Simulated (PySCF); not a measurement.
**SO3 (sulfur trioxide): a chain of runs**

We compute a structure relaxation (HF-D3(BJ)/ma-def2-SVP), then vibrational wavenumbers, then the energy (TPSSh-D4/cc-pCVDZ), then the vertical excitations (TD-M06-2X/4-31G) of SO3 (sulfur trioxide). The job is set up through a Python script.

The calculation is run with PySCF 2.14.0.

### 1 Starting point

SO3 has 4 atoms, charge 0, and is taken as a singlet. As SMILES, `O=S(=O)=O`. All atoms were displaced at random from a relaxed shape. The run starts from this shape.

Bond lengths: O1–S2 1.467 Å, S2–O3 1.392 Å, S2–O4 1.314 Å. Angles: O1–S2–O3 115.8°, O1–S2–O4 125.8°, O3–S2–O4 118.3°.

### 2 A structure relaxation at HF-D3(BJ)/ma-def2-SVP (run 1)

Contents of geometry.xyz:

```xyz
4
O3S
O     -1.058011    -0.708866     0.685079
S      0.011096    -0.003172    -0.030806
O      1.310025    -0.314498     0.361458
O     -0.158329     0.934446    -0.935825
```

Contents of run.py:

```python
# sulfur trioxide
from pyscf import gto
from pyscf.geomopt.geometric_solver import kernel as optimise

mol = gto.M(
    atom='geometry.xyz',
    basis='ma-def2-svp',
    max_memory=1860,
    charge=0,
    verbose=4,
)

myscf = mol.RHF()
myscf.disp = 'd3bj'
converged, mol_eq = optimise(myscf, maxsteps=100, convergence_set='GAU_TIGHT')
print('converged:', converged)
print(mol_eq.tostring())

myscf.reset(mol_eq)
mol = mol_eq
myscf.kernel()
energy = myscf.e_tot
print(f'total energy: {energy:.8f} hartree')
```

Command:

```bash
$ OMP_NUM_THREADS=1 python run.py
```

The program printed:

```text
PySCF version 2.14.0

[... 45 lines left out ...]
> Will converge when all 5 criteria are reached:
[... 140 lines left out ...]
converged SCF energy = -621.702638345417
[... 279 lines left out ...]
converged SCF energy = -621.714351771106
[... 247 lines left out ...]
converged SCF energy = -621.71465965203
[... 118 lines left out ...]
converged SCF energy = -621.714659657601
total energy: -621.71465966 hartree
```

Run time: 28 s. Hardware: 1 thread of Arm Neoverse V1, shared host; peak memory 0.17 GiB.

Step by step:

```tsv
step	energy from the first frame kept (eV)	largest force (eV/Å)
0	0.0000	12.5156
1	-0.2937	4.8492
2	-0.3855	4.6404
3	-0.5611	1.9691
4	-0.4907	2.7711
5	-0.6124	0.5999
6	-0.6200	0.2755
7	-0.6208	0.0345
8	-0.6208	0.0170
9	-0.6208	0.0056
10	-0.6208	0.0004
```

After the run. Bond lengths: O1–S2 1.402 Å, S2–O3 1.402 Å, S2–O4 1.402 Å. Angles: O1–S2–O3 120.0°, O1–S2–O4 120.0°, O3–S2–O4 120.0°.

### 3 The harmonic vibrations at HF-D3(BJ)/ma-def2-SVP (run 2)

Contents of start.xyz:

```xyz
4

O     -1.073957    -0.652745     0.622085
S      0.000000     0.000000     0.000000
O      1.317441    -0.318602     0.359572
O     -0.243484     0.971347    -0.981657
```

Contents of run.py:

```python
import numpy
from pyscf import gto, symm
from pyscf.hessian import thermo

mol = gto.M(
    atom='start.xyz',
    max_memory=1860,
    verbose=4,
    basis='ma-def2-svp',
    spin=0,
)

mf = mol.RHF()
mf.disp = 'd3bj'
mf.kernel()

energy = mf.e_tot
print('E = %.10f Eh' % energy)
hess = mf.Hessian().kernel()
modes = thermo.harmonic_analysis(mol, hess)
print('frequencies (1/cm)', numpy.round(modes['freq_wavenumber'], 1))
symm.geom.TOLERANCE = 1e-3  # for the symmetry number
th = thermo.thermo(mf, modes['freq_au'], 500, 101325)
thermo.dump_thermo(mol, th)
```

Command:

```bash
$ OMP_NUM_THREADS=1 python run.py
```

The program printed:

```text
PySCF version 2.14.0

[... 58 lines left out ...]
converged SCF energy = -621.714659657646
[... 4 lines left out ...]
WARN: DFTD3 does not support analytical Hessian, using finite difference
[... 1 line left out ...]
WARN: Mole.unit (angstrom) is changed to Bohr
[... 136 lines left out ...]
Gibbs free energy [Eh] -621.74615
```

Run time: 21 s. Hardware: 1 thread of Arm Neoverse V1, shared host; peak memory 0.16 GiB.

### 4 A single-point energy at TPSSh-D4/cc-pCVDZ (density fitting) (run 3)

Contents of calc.py:

```python
from pyscf import gto, dft

mol = gto.M(
    atom=[
    ('O', (-1.047761, -0.675770, 0.642064)),
    ('S', (0.026196, -0.023022, 0.019977)),
    ('O', (1.343633, -0.341624, 0.379547)),
    ('O', (-0.217287, 0.948326, -0.961682)),
],
    basis='cc-pcvdz',
    charge=0,
    verbose=4,
    max_memory=1860,
)

ks = dft.RKS(mol, xc='tpssh')
ks = ks.density_fit()
ks.disp = 'd4'
ks.kernel()

etot = ks.e_tot
print(f'total energy: {etot:.8f} hartree')
```

Command:

```bash
$ OMP_NUM_THREADS=1 python calc.py
```

The program printed:

```text
PySCF version 2.14.0

[... 60 lines left out ...]
WARN: Even tempered Gaussians are generated as DF auxbasis for  S O
[... 24 lines left out ...]
converged SCF energy = -623.792012042006
total energy: -623.79201204 hartree
```

Wall time 8.1 s (1 thread of Arm Neoverse V1, shared host); peak memory 0.38 GiB.

### 5 The vertical excitations at TD-M06-2X/4-31G (density fitting with def2-universal-jkfit, Cartesian functions, SS(V)PE chloroform, spin of roots triplet) (run 4)

Contents of mol.xyz:

```xyz
4

O     -1.047761    -0.675770     0.642064
S      0.026196    -0.023022     0.019977
O      1.343633    -0.341624     0.379547
O     -0.217287     0.948326    -0.961682
```

Contents of input.py:

```python
from pyscf import gto, dft, tdscf, solvent

mol = gto.M(
    atom='mol.xyz',
    cart=True,
    max_memory=1860,
    basis='4-31g',
    spin=0,
    verbose=4,
)

mf = dft.RKS(mol)
mf.xc = 'm06-2x'
mf = mf.density_fit(auxbasis='def2-universal-jkfit')
mf = mf.PCM()
mf.with_solvent.method = 'SS(V)PE'
mf.with_solvent.eps = 4.7113  # chloroform
mf.kernel()

e_tot = mf.e_tot
print('Final energy', e_tot)

td = mf.TDDFT()
td.nstates = 6
td.singlet = False
td.kernel()
td.analyze()
roots = td.e * 27.211386
```

Command:

```bash
$ OMP_NUM_THREADS=1 python input.py
```

The program printed:

```text
PySCF version 2.14.0

[... 61 lines left out ...]
Solvent Energy = -0.000328310838563363
[... 11 lines left out ...]
Solvent Energy = -0.00974497706533134
[... 11 lines left out ...]
Solvent Energy = -0.0100303075846638
[... 11 lines left out ...]
Solvent Energy = -0.0100299977596149
[... 6 lines left out ...]
Final energy -622.6649905682839
[... 42 lines left out ...]
** Transition velocity dipole moments (imaginary part, AU) **
[... 8 lines left out ...]
** Transition magnetic dipole moments (imaginary part, AU) **
state          X           Y           Z
  1        -0.0000     -0.0000     -0.0000
  2        -0.0000     -0.0000     -0.0000
  3        -0.0000     -0.0000     -0.0000
  4        -0.0000     -0.0000     -0.0000
  5        -0.0000     -0.0000     -0.0000
  6        -0.0000     -0.0000     -0.0000
```

Run time: 66 s. Hardware: 1 thread of Arm Neoverse V1, shared host; peak memory 0.41 GiB.

The roots found:

```tsv
excited state	energy (eV)
1	4.432
2	4.588
3	4.589
4	5.911
5	5.911
6	6.155
```

### 6 Summary of results

| quantity | value |
| --- | --- |
| run 1, HF-D3(BJ)/ma-def2-SVP: total energy at the end | -621.71466 Eh |
| run 1, HF-D3(BJ)/ma-def2-SVP: dipole moment | 0.00 D |
| run 1, HF-D3(BJ)/ma-def2-SVP: HOMO energy | -14.79 eV |
| run 1, HF-D3(BJ)/ma-def2-SVP: LUMO energy | 0.74 eV |
| run 1, HF-D3(BJ)/ma-def2-SVP: HOMO–LUMO gap | 15.53 eV |
| run 1, HF-D3(BJ)/ma-def2-SVP: dispersion energy | -67.99 kJ/mol |
| run 2, HF-D3(BJ)/ma-def2-SVP: lowest harmonic wavenumber | 564 cm⁻¹ |
| run 2, HF-D3(BJ)/ma-def2-SVP: highest harmonic wavenumber | 1546 cm⁻¹ |
| run 2, HF-D3(BJ)/ma-def2-SVP: zero-point energy | 36.1 kJ/mol |
| run 2, HF-D3(BJ)/ma-def2-SVP: ideal-gas entropy at 500 K (symmetry number 6 as used) | 67.5 cal/(mol K) |
| run 3, TPSSh-D4/cc-pCVDZ: total energy | -623.79201 Eh |
| run 3, TPSSh-D4/cc-pCVDZ: dipole moment | 0.00 D |
| run 3, TPSSh-D4/cc-pCVDZ: HOMO energy | -8.59 eV |
| run 3, TPSSh-D4/cc-pCVDZ: LUMO energy | -2.35 eV |
| run 3, TPSSh-D4/cc-pCVDZ: HOMO–LUMO gap | 6.25 eV |
| run 3, TPSSh-D4/cc-pCVDZ: dispersion energy | -9.07 kJ/mol |
| run 4, TD-M06-2X/4-31G: ground-state or mean-field energy | -622.66499 Eh |
| run 4, TD-M06-2X/4-31G: dipole moment (M06-2X Kohn–Sham density) | 0.00 D |
| run 4, TD-M06-2X/4-31G: HOMO energy (M06-2X Kohn–Sham orbitals) | -12.08 eV |
| run 4, TD-M06-2X/4-31G: LUMO energy (M06-2X Kohn–Sham orbitals) | -2.21 eV |
| run 4, TD-M06-2X/4-31G: HOMO–LUMO gap (M06-2X Kohn–Sham orbitals) | 9.87 eV |
| run 4, TD-M06-2X/4-31G: solvent term in the energy | -26.3 kJ/mol |
| run 4, TD-M06-2X/4-31G: lowest triplet excitation energy | 4.43 eV |

In words: The optimisation (run 1, HF-D3(BJ)/ma-def2-SVP) took 10 steps and changed the energy by -0.621 eV. Mulliken charges (run 1, HF-D3(BJ)/ma-def2-SVP) run from -0.39 on O1 to +1.16 on S2. All 6 modes (run 2, HF-D3(BJ)/ma-def2-SVP) are real, so the shape is a minimum at this level. Mulliken charges (run 2, HF-D3(BJ)/ma-def2-SVP) run from -0.39 on O1 to +1.16 on S2. Mulliken charges (run 3, TPSSh-D4/cc-pCVDZ) run from -0.32 on O1 to +0.97 on S2. Mulliken charges (run 4, TD-M06-2X/4-31G) of the mean-field density run from -0.64 on O1 to +1.92 on S2; they depend strongly on the basis.
